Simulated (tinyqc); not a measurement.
Inside a calculation (part 2 of 3). Method: UHF in the sto-3g basis, for H2O+, spin multiplicity 2. This run ends on a higher stationary point, not on the lowest solution. Computed by tinyqc, a small Python program that keeps every step (integrals from PySCF). Command: `OMP_NUM_THREADS=1 python tinyqc.py 24621 24622 out.jsonl` (the two numbers bound the seeds that draw the settings). One thread of a shared host (Intel(R) Xeon(R) Processor @ 2.60GHz), about 0.1 s of CPU time with the checks.

Geometry (angstrom):

| atom | x | y | z |
|---|---|---|---|
| O | 0.00000 | 0.00000 | 0.00000 |
| H | 0.00000 | 0.92100 | 0.63500 |
| H | 0.00000 | -0.87700 | 0.60500 |

## Iteration 2: building the Fock matrix

D(alpha) after iteration 1:
```
           1O 1s     1O 2s   1O 2px    1O 2py    1O 2pz     2H 1s     3H 1s
1O 1s    0.53603  -0.16187  0.00000  -0.00294   0.02729   0.02687   0.02845
1O 2s   -0.16187   0.76032  0.00000   0.00461  -0.07913  -0.20855  -0.23668
1O 2px   0.00000   0.00000  1.00000   0.00000   0.00000   0.00000   0.00000
1O 2py  -0.00294   0.00461  0.00000   1.16650   0.00059  -0.25057   0.26753
1O 2pz   0.02729  -0.07913  0.00000   0.00059   0.98659  -0.11575  -0.12786
2H 1s    0.02687  -0.20855  0.00000  -0.25057  -0.11575   0.67311  -0.06007
3H 1s    0.02845  -0.23668  0.00000   0.26753  -0.12786  -0.06007   0.70717
```

D(beta) after iteration 1:
```
           1O 1s     1O 2s   1O 2px    1O 2py    1O 2pz     2H 1s     3H 1s
1O 1s    0.53595  -0.16145  0.00000   0.00455   0.02741   0.02577   0.02918
1O 2s   -0.16145   0.75798  0.00000  -0.02512  -0.07998  -0.20375  -0.23913
1O 2px   0.00000   0.00000  1.00000   0.00000   0.00000   0.00000   0.00000
1O 2py   0.00455  -0.02512  0.00000   0.04931  -0.00123  -0.12432   0.14097
1O 2pz   0.02741  -0.07998  0.00000  -0.00123   0.98618  -0.11508  -0.12720
2H 1s    0.02577  -0.20375  0.00000  -0.12432  -0.11508   0.65807  -0.04540
3H 1s    0.02918  -0.23913  0.00000   0.14097  -0.12720  -0.04540   0.69204
```

core Hamiltonian H = T + V (hartree):
```
            1O 1s     1O 2s    1O 2px    1O 2py    1O 2pz     2H 1s     3H 1s
1O 1s   -32.58496  -7.58062   0.00000   0.00096  -0.01357  -1.18647  -1.34666
1O 2s    -7.58062  -9.20809   0.00000   0.01044  -0.16545  -2.81088  -3.08258
1O 2px    0.00000   0.00000  -7.35307   0.00000   0.00000   0.00000   0.00000
1O 2py    0.00096   0.01044   0.00000  -7.47741   0.00520  -1.70432   1.83488
1O 2pz   -0.01357  -0.16545   0.00000   0.00520  -7.41221  -1.21704  -1.30902
2H 1s    -1.18647  -2.81088   0.00000  -1.70432  -1.21704  -4.47195  -0.98946
3H 1s    -1.34666  -3.08258   0.00000   1.83488  -1.30902  -0.98946  -4.63956
```

nuclear repulsion = 8.0519520 hartree

Given earlier and not repeated: Two-electron integrals (ij|kl) in chemists' order.

J_ij = sum D_kl (ij|kl) with D = D(alpha) + D(beta), K_ij = sum D_kl (ik|jl) for each spin; F = H + J - K(s); E = tr D H + tr D J / 2 - 0.5 sum_s tr D(s) K(s) + E_nn.

Coulomb J (hartree):
```
           1O 1s     1O 2s   1O 2px    1O 2py    1O 2pz    2H 1s     3H 1s
1O 1s   12.43808   2.49955  0.00000  -0.00032  -0.01018  0.38880   0.44158
1O 2s    2.49955   6.89725  0.00000  -0.00268  -0.00147  2.14531   2.34909
1O 2px   0.00000   0.00000  6.89522   0.00000   0.00000  0.00000   0.00000
1O 2py  -0.00032  -0.00268  0.00000   6.86759  -0.00042  1.44092  -1.55089
1O 2pz  -0.01018  -0.00147  0.00000  -0.00042   6.91537  1.00456   1.08091
2H 1s    0.38880   2.14531  0.00000   1.44092   1.00456  4.15634   0.77858
3H 1s    0.44158   2.34909  0.00000  -1.55089   1.08091  0.77858   4.27469
```

exchange K(alpha) (hartree):
```
           1O 1s     1O 2s   1O 2px    1O 2py    1O 2pz    2H 1s     3H 1s
1O 1s    2.50331   0.48706  0.00000   0.00059  -0.00567  0.08159   0.09205
1O 2s    0.48706   1.04303  0.00000   0.01495  -0.14583  0.30911   0.33391
1O 2px   0.00000   0.00000  1.09051   0.00000   0.00000  0.00000   0.00000
1O 2py   0.00059   0.01495  0.00000   1.11942   0.00422  0.23123  -0.23940
1O 2pz  -0.00567  -0.14583  0.00000   0.00422   1.04987  0.11493   0.12122
2H 1s    0.08159   0.30911  0.00000   0.23123   0.11493  0.49177   0.09485
3H 1s    0.09205   0.33391  0.00000  -0.23940   0.12122  0.09485   0.50483
```

exchange K(beta) (hartree):
```
           1O 1s     1O 2s   1O 2px    1O 2py    1O 2pz    2H 1s     3H 1s
1O 1s    2.47632   0.44635  0.00000  -0.00043  -0.00524  0.07200   0.08170
1O 2s    0.44635   0.85796  0.00000  -0.01482  -0.14093  0.24800   0.27724
1O 2px   0.00000   0.00000  1.04087   0.00000   0.00000  0.00000   0.00000
1O 2py  -0.00043  -0.01482  0.00000   0.22699   0.00178  0.07872  -0.09294
1O 2pz  -0.00524  -0.14093  0.00000   0.00178   1.00135  0.10939   0.11715
2H 1s    0.07200   0.24800  0.00000   0.07872   0.10939  0.44067   0.10132
3H 1s    0.08170   0.27724  0.00000  -0.09294   0.11715  0.10132   0.45224
```

F(alpha) (hartree):
```
            1O 1s     1O 2s    1O 2px    1O 2py    1O 2pz     2H 1s     3H 1s
1O 1s   -22.65020  -5.56814   0.00000   0.00004  -0.01808  -0.87927  -0.99713
1O 2s    -5.56814  -3.35387   0.00000  -0.00719  -0.02110  -0.97469  -1.06740
1O 2px    0.00000   0.00000  -1.54836   0.00000   0.00000   0.00000   0.00000
1O 2py    0.00004  -0.00719   0.00000  -1.72924   0.00056  -0.49464   0.52338
1O 2pz   -0.01808  -0.02110   0.00000   0.00056  -1.54672  -0.32741  -0.34932
2H 1s    -0.87927  -0.97469   0.00000  -0.49464  -0.32741  -0.80737  -0.30573
3H 1s    -0.99713  -1.06740   0.00000   0.52338  -0.34932  -0.30573  -0.86970
```

F(beta) (hartree):
```
            1O 1s     1O 2s    1O 2px    1O 2py    1O 2pz     2H 1s     3H 1s
1O 1s   -22.62321  -5.52743   0.00000   0.00107  -0.01851  -0.86967  -0.98677
1O 2s    -5.52743  -3.16881   0.00000   0.02259  -0.02600  -0.91357  -1.01073
1O 2px    0.00000   0.00000  -1.49872   0.00000   0.00000   0.00000   0.00000
1O 2py    0.00107   0.02259   0.00000  -0.83681   0.00301  -0.34212   0.37692
1O 2pz   -0.01851  -0.02600   0.00000   0.00301  -1.49820  -0.32187  -0.34525
2H 1s    -0.86967  -0.91357   0.00000  -0.34212  -0.32187  -0.75627  -0.31220
3H 1s    -0.98677  -1.01073   0.00000   0.37692  -0.34525  -0.31220  -0.81711
```

total energy of this density = -51.4085472 hartree

This density is a damped mixture and is not idempotent.

## Iteration 2: DIIS over 2 matrices

error matrix X^T (FDS - SDF) X (alpha):
```
          1         2        3         4        5         6         7
1   0.00000  -0.01746  0.00000  -0.00435  0.03814   0.00523   0.00690
2   0.01746   0.00000  0.00000  -0.01349  0.10347  -0.03966  -0.04989
3   0.00000   0.00000  0.00000   0.00000  0.00000   0.00000   0.00000
4   0.00435   0.01349  0.00000   0.00000  0.00107   0.06748  -0.06220
5  -0.03814  -0.10347  0.00000  -0.00107  0.00000  -0.00123  -0.00514
6  -0.00523   0.03966  0.00000  -0.06748  0.00123   0.00000  -0.00023
7  -0.00690   0.04989  0.00000   0.06220  0.00514   0.00023   0.00000
```

B (overlaps of the stored error matrices):
```
               1              2
1  2.6476238e-01  1.4611138e-01
2  1.4611138e-01  1.1565199e-01
```

Minimise |sum c_i e_i|^2 with sum c_i = 1: solve [B -1; -1 0][c; lambda] = [0; -1] with B_ij = tr e_i^T e_j summed over both spins, and take F = sum c_i F_i.

DIIS coefficients: -0.34538  1.34538

extrapolated F(alpha) (hartree):
```
            1O 1s     1O 2s    1O 2px    1O 2py    1O 2pz     2H 1s     3H 1s
1O 1s   -21.74761  -5.42442   0.00000  -0.00026  -0.01569  -0.85723  -0.97209
1O 2s    -5.42442  -3.11384   0.00000  -0.00401  -0.07111  -0.92878  -1.01683
1O 2px    0.00000   0.00000  -1.19408   0.00000   0.00000   0.00000   0.00000
1O 2py   -0.00026  -0.00401   0.00000  -1.39135   0.00216  -0.45368   0.48008
1O 2pz   -0.01569  -0.07111   0.00000   0.00216  -1.21422  -0.31533  -0.33611
2H 1s    -0.85723  -0.92878   0.00000  -0.45368  -0.31533  -0.74119  -0.29484
3H 1s    -0.97209  -1.01683   0.00000   0.48008  -0.33611  -0.29484  -0.79389
```

extrapolated F(beta) (hartree):
```
            1O 1s     1O 2s    1O 2px    1O 2py    1O 2pz     2H 1s     3H 1s
1O 1s   -21.72076  -5.38386   0.00000   0.00068  -0.01609  -0.84764  -0.96172
1O 2s    -5.38386  -2.92889   0.00000   0.02371  -0.07566  -0.86752  -0.95940
1O 2px    0.00000   0.00000  -1.14450   0.00000   0.00000   0.00000   0.00000
1O 2py    0.00068   0.02371   0.00000  -0.49862   0.00445  -0.29908   0.33015
1O 2pz   -0.01609  -0.07566   0.00000   0.00445  -1.16571  -0.30965  -0.33183
2H 1s    -0.84764  -0.86752   0.00000  -0.29908  -0.30965  -0.68870  -0.30200
3H 1s    -0.96172  -0.95940   0.00000   0.33015  -0.33183  -0.30200  -0.73931
```

## Iteration 2: diagonalisation and new density

X:
```
           1O 1s     1O 2s   1O 2px    1O 2py    1O 2pz     2H 1s     3H 1s
1O 1s    1.02368  -0.13735  0.00000   0.00075  -0.00712   0.01865   0.02012
1O 2s   -0.13735   1.16372  0.00000  -0.00953   0.06912  -0.21382  -0.24246
1O 2px   0.00000   0.00000  1.00000   0.00000   0.00000   0.00000   0.00000
1O 2py   0.00075  -0.00953  0.00000   1.08137  -0.00410  -0.17718   0.19241
1O 2pz  -0.00712   0.06912  0.00000  -0.00410   1.03370  -0.10593  -0.11743
2H 1s    0.01865  -0.21382  0.00000  -0.17718  -0.10593   1.12116  -0.05634
3H 1s    0.02012  -0.24246  0.00000   0.19241  -0.11743  -0.05634   1.14439
```

overlap S:
```
          1O 1s    1O 2s   1O 2px    1O 2py   1O 2pz    2H 1s     3H 1s
1O 1s   1.00000  0.23670  0.00000   0.00000  0.00000  0.03674   0.04170
1O 2s   0.23670  1.00000  0.00000   0.00000  0.00000  0.37534   0.40662
1O 2px  0.00000  0.00000  1.00000   0.00000  0.00000  0.00000   0.00000
1O 2py  0.00000  0.00000  0.00000   1.00000  0.00000  0.27455  -0.29125
1O 2pz  0.00000  0.00000  0.00000   0.00000  1.00000  0.18930   0.20092
2H 1s   0.03674  0.37534  0.00000   0.27455  0.18930  1.00000   0.16454
3H 1s   0.04170  0.40662  0.00000  -0.29125  0.20092  0.16454   1.00000
```

Diagonalise F' = X^T F X, C = X C', fill 5 alpha and 4 beta electrons from the bottom; D(s) = C_occ C_occ^T; the new density keeps 0.5 of the old one (damping). Each column has its largest component positive (the first on a tie).

F' = X^T F X (alpha) (hartree):
```
           1         2         3         4         5         6         7
1  -21.38632  -2.67203   0.00000   0.00142  -0.03012  -0.10858  -0.13781
2   -2.67203  -2.07935   0.00000  -0.01553   0.01208  -0.32453  -0.36598
3    0.00000   0.00000  -1.19408   0.00000   0.00000   0.00000   0.00000
4    0.00142  -0.01553   0.00000  -1.28549  -0.00336  -0.24183   0.25997
5   -0.03012   0.01208   0.00000  -0.00336  -1.16673  -0.15323  -0.16830
6   -0.10858  -0.32453   0.00000  -0.24183  -0.15323  -0.41656  -0.06282
7   -0.13781  -0.36598   0.00000   0.25997  -0.16830  -0.06282  -0.41141
```

orbital energies (alpha) (hartree): MO1 -21.75204, MO2 -1.87345, MO3 -1.40515, MO4 -1.21627, MO5 -1.19408, MO6 -0.27498, MO7 -0.22397

coefficients C (alpha):
```
             MO1       MO2       MO3       MO4      MO5       MO6       MO7
1O 1s    0.99604  -0.25384   0.00028   0.03710  0.00000   0.08953   0.04083
1O 2s    0.01731   1.00518   0.00274  -0.17815  0.00000  -0.59931  -0.28438
1O 2px   0.00000   0.00000   0.00000   0.00000  1.00000   0.00000   0.00000
1O 2py  -0.00012   0.00859   0.94109   0.01971  0.00000  -0.20096   0.55802
1O 2pz   0.00203   0.09975  -0.01479   0.95764  0.00000  -0.37720  -0.16985
2H 1s   -0.00302   0.01932   0.08766   0.07891  0.00000   1.04701  -0.48819
3H 1s   -0.00333   0.02383  -0.09880   0.08046  0.00000   0.42515   1.10690
```

F' = X^T F X (beta) (hartree):
```
           1         2         3         4         5         6         7
1  -21.36591  -2.65494   0.00000  -0.00097  -0.02959  -0.10932  -0.13836
2   -2.65494  -1.89952   0.00000   0.01219   0.00719  -0.30360  -0.34355
3    0.00000   0.00000  -1.14450   0.00000   0.00000   0.00000   0.00000
4   -0.00097   0.01219   0.00000  -0.35962  -0.00171  -0.22586   0.24622
5   -0.02959   0.00719   0.00000  -0.00171  -1.11764  -0.15247  -0.16884
6   -0.10932  -0.30360   0.00000  -0.22586  -0.15247  -0.40414  -0.06269
7   -0.13836  -0.34355   0.00000   0.24622  -0.16884  -0.06269  -0.39777
```

orbital energies (beta) (hartree): MO1 -21.72416, MO2 -1.70239, MO3 -1.16535, MO4 -1.14450, MO5 -0.68213, MO6 -0.25683, MO7 -0.01374

coefficients C (beta):
```
             MO1       MO2       MO3      MO4       MO5       MO6       MO7
1O 1s    0.99656  -0.24892   0.04706  0.00000  -0.00533   0.10101   0.00817
1O 2s    0.01515   0.98775  -0.22047  0.00000   0.02909  -0.67245  -0.07039
1O 2px   0.00000   0.00000   0.00000  1.00000   0.00000   0.00000   0.00000
1O 2py  -0.00018  -0.01881   0.00021  0.00000   0.59478  -0.05477   0.93850
1O 2pz   0.00194   0.13042   0.95089  0.00000   0.00978  -0.41869  -0.04226
2H 1s   -0.00273   0.03227   0.07852  0.00000   0.45814   0.82954  -0.66604
3H 1s   -0.00304   0.03991   0.08797  0.00000  -0.44619   0.76012   0.79787
```

D(alpha) after iteration 2:
```
           1O 1s     1O 2s   1O 2px    1O 2py    1O 2pz     2H 1s     3H 1s
1O 1s    0.79697  -0.20320  0.00000  -0.00213   0.01976   0.01096   0.01102
1O 2s   -0.20320   0.90138  0.00000   0.00616  -0.07474  -0.10150  -0.11369
1O 2px   0.00000   0.00000  1.00000   0.00000   0.00000   0.00000   0.00000
1O 2py  -0.00213   0.00616  0.00000   1.02631   0.00320  -0.08317   0.08817
1O 2pz   0.01976  -0.07474  0.00000   0.00320   0.95692  -0.01978  -0.02349
2H 1s    0.01096  -0.10150  0.00000  -0.08317  -0.01978   0.34370  -0.03095
3H 1s    0.01102  -0.11369  0.00000   0.08817  -0.02349  -0.03095   0.36199
```

D(beta) after iteration 2:
```
           1O 1s     1O 2s   1O 2px    1O 2py    1O 2pz     2H 1s     3H 1s
1O 1s    0.79663  -0.20130  0.00000   0.00453   0.02081   0.00936   0.01018
1O 2s   -0.20130   0.89123  0.00000  -0.02187  -0.08038  -0.09461  -0.10957
1O 2px   0.00000   0.00000  1.00000   0.00000   0.00000   0.00000   0.00000
1O 2py   0.00453  -0.02187  0.00000   0.02483  -0.00174  -0.06246   0.07012
1O 2pz   0.02081  -0.08038  0.00000  -0.00174   0.95369  -0.01810  -0.01918
2H 1s    0.00936  -0.09461  0.00000  -0.06246  -0.01810   0.33264  -0.01860
3H 1s    0.01018  -0.10957  0.00000   0.07012  -0.01918  -0.01860   0.35069
```

## Iteration 37 (converged): orbitals

converged F(alpha) (hartree):
```
            1O 1s     1O 2s    1O 2px    1O 2py    1O 2pz     2H 1s     3H 1s
1O 1s   -20.82445  -5.30171   0.00000  -0.00015  -0.02566  -0.83814  -0.95033
1O 2s    -5.30171  -2.95431   0.00000   0.00157  -0.11194  -0.97542  -1.06421
1O 2px    0.00000   0.00000  -0.89191   0.00000   0.00000   0.00000   0.00000
1O 2py   -0.00015   0.00157   0.00000  -0.87211   0.01533  -0.51866   0.54328
1O 2pz   -0.02566  -0.11194   0.00000   0.01533  -0.79952  -0.40864  -0.42650
2H 1s    -0.83814  -0.97542   0.00000  -0.51866  -0.40864  -0.88627  -0.31718
3H 1s    -0.95033  -1.06421   0.00000   0.54328  -0.42650  -0.31718  -0.93404
```

converged F(beta) (hartree):
```
            1O 1s     1O 2s    1O 2px    1O 2py    1O 2pz     2H 1s     3H 1s
1O 1s   -20.81637  -5.28596   0.00000  -0.00008  -0.02447  -0.83218  -0.94368
1O 2s    -5.28596  -2.85092   0.00000   0.02554  -0.12149  -0.89406  -0.99002
1O 2px    0.00000   0.00000  -0.86826   0.00000   0.00000   0.00000   0.00000
1O 2py   -0.00008   0.02554   0.00000  -0.26521  -0.00590  -0.26646   0.29301
1O 2pz   -0.02447  -0.12149   0.00000  -0.00590  -0.84552  -0.37812  -0.39146
2H 1s    -0.83218  -0.89406   0.00000  -0.26646  -0.37812  -0.60393  -0.35769
3H 1s    -0.94368  -0.99002   0.00000   0.29301  -0.39146  -0.35769  -0.66035
```

Diagonalise F' = X^T F X, C = X C', fill 5 alpha and 4 beta electrons from the bottom; D(s) = C_occ C_occ^T. Each column has its largest component positive (the first on a tie).

F' = X^T F X (alpha) (hartree):
```
           1         2         3         4         5         6         7
1  -20.44827  -2.69285   0.00000   0.00177  -0.04670  -0.08711  -0.11394
2   -2.69285  -1.84847   0.00000  -0.01670   0.05593  -0.39522  -0.44246
3    0.00000   0.00000  -0.89191   0.00000   0.00000   0.00000   0.00000
4    0.00177  -0.01670   0.00000  -0.63553   0.00665  -0.40404   0.42573
5   -0.04670   0.05593   0.00000   0.00665  -0.68894  -0.28518  -0.29858
6   -0.08711  -0.39522   0.00000  -0.40404  -0.28518  -0.49971  -0.06255
7   -0.11394  -0.44246   0.00000   0.42573  -0.29858  -0.06255  -0.48416
```

orbital energies (alpha) (hartree): MO1 -20.83288, MO2 -1.75320, MO3 -1.12847, MO4 -0.91949, MO5 -0.89191, MO6 -0.04103, MO7 0.06999

coefficients C (alpha):
```
             MO1       MO2       MO3       MO4      MO5       MO6       MO7
1O 1s    0.99438  -0.24003  -0.00748   0.09402  0.00000   0.10647   0.03093
1O 2s    0.02439   0.89083   0.04109  -0.47394  0.00000  -0.64983  -0.19932
1O 2px   0.00000   0.00000   0.00000   0.00000  1.00000   0.00000   0.00000
1O 2py  -0.00020  -0.00353   0.65985   0.02114  0.00000  -0.19933   0.87310
1O 2pz   0.00313   0.11932  -0.03467   0.77883  0.00000  -0.67127  -0.16049
2H 1s   -0.00447   0.12696   0.38860   0.33122  0.00000   0.87167  -0.55873
3H 1s   -0.00495   0.14042  -0.40791   0.27587  0.00000   0.54196   0.93104
```

F' = X^T F X (beta) (hartree):
```
           1         2         3         4         5         6         7
1  -20.44249  -2.68766   0.00000  -0.00118  -0.04217  -0.08876  -0.11498
2   -2.68766  -1.77455   0.00000   0.01090   0.02274  -0.36781  -0.41851
3    0.00000   0.00000  -0.86826   0.00000   0.00000   0.00000   0.00000
4   -0.00118   0.01090   0.00000  -0.10517  -0.01382  -0.25504   0.27634
5   -0.04217   0.02274   0.00000  -0.01382  -0.75047  -0.25993  -0.27504
6   -0.08876  -0.36781   0.00000  -0.25504  -0.25993  -0.26412  -0.10212
7   -0.11498  -0.41851   0.00000   0.27634  -0.27504  -0.10212  -0.25703
```

orbital energies (beta) (hartree): MO1 -20.82422, MO2 -1.63791, MO3 -0.89961, MO4 -0.86826, MO5 -0.50746, MO6 0.02785, MO7 0.24752

coefficients C (beta):
```
             MO1       MO2       MO3      MO4       MO5       MO6       MO7
1O 1s    0.99459  -0.24489   0.08131  0.00000  -0.00728   0.10762   0.01299
1O 2s    0.02358   0.92584  -0.39729  0.00000   0.03850  -0.67535  -0.09656
1O 2px   0.00000   0.00000   0.00000  1.00000   0.00000   0.00000   0.00000
1O 2py  -0.00024  -0.01468   0.02028  0.00000   0.54544  -0.09369   0.96488
1O 2pz   0.00311   0.14993   0.85147  0.00000  -0.01467  -0.58703  -0.07796
2H 1s   -0.00449   0.08844   0.22495  0.00000   0.49073   0.81989  -0.61430
3H 1s   -0.00500   0.10236   0.21577  0.00000  -0.48765   0.70098   0.79785
```

D(alpha) after iteration 37:
```
           1O 1s     1O 2s   1O 2px    1O 2py    1O 2pz     2H 1s     3H 1s
1O 1s    1.05530  -0.23445  0.00000  -0.00230   0.04796  -0.00668  -0.00964
1O 2s   -0.23445   1.02048  0.00000   0.01394  -0.26418  -0.02802  -0.02254
1O 2px   0.00000   0.00000  1.00000   0.00000   0.00000   0.00000   0.00000
1O 2py  -0.00230   0.01394  0.00000   0.43586  -0.00684   0.26297  -0.26382
1O 2pz   0.04796  -0.26418  0.00000  -0.00684   0.62202   0.25963   0.24574
2H 1s   -0.00668  -0.02802  0.00000   0.26297   0.25963   0.27686  -0.04929
3H 1s   -0.00964  -0.02254  0.00000  -0.26382   0.24574  -0.04929   0.26223
```

D(beta) after iteration 37:
```
           1O 1s     1O 2s   1O 2px    1O 2py    1O 2pz     2H 1s     3H 1s
1O 1s    1.05579  -0.23558  0.00000   0.00501   0.03561  -0.00784  -0.01250
1O 2s   -0.23558   1.01558  0.00000  -0.02165  -0.19939  -0.00760   0.00893
1O 2px   0.00000   0.00000  1.00000   0.00000   0.00000   0.00000   0.00000
1O 2py   0.00501  -0.02165  0.00000   0.00063   0.01507   0.00327   0.00287
1O 2pz   0.03561  -0.19939  0.00000   0.01507   0.74748   0.20479   0.19905
2H 1s   -0.00784  -0.00760  0.00000   0.00327   0.20479   0.05845   0.05761
3H 1s   -0.01250   0.00893  0.00000   0.00287   0.19905   0.05761   0.05706
```
